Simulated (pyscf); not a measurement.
Optimised with ωB97X-D3(BJ)/def2-SVP in PySCF.

Problem. Estimate the classical barrier height and the reaction energy of `[F][SiH][O][SiH3]` [doublet] + `[H][H]` -> `[F][SiH2][O][SiH3]` + `[H]` [doublet] at ωB97M-D3(BJ)/def2-TZVP. The step runs on the doublet surface, breaks H–H and forms H–Si; take the separated reactants as zero.

Solution. ΔE‡ = 13.9 kcal/mol, ΔE = +7.8 kcal/mol. Zero-point energy shifts the barrier by -1.0 kcal/mol. It is a hydrogen abstraction, with an imaginary mode of 1153i cm⁻¹. One saddle was located; it need not be the lowest between these sides. The angle at the transferred H is 176°.
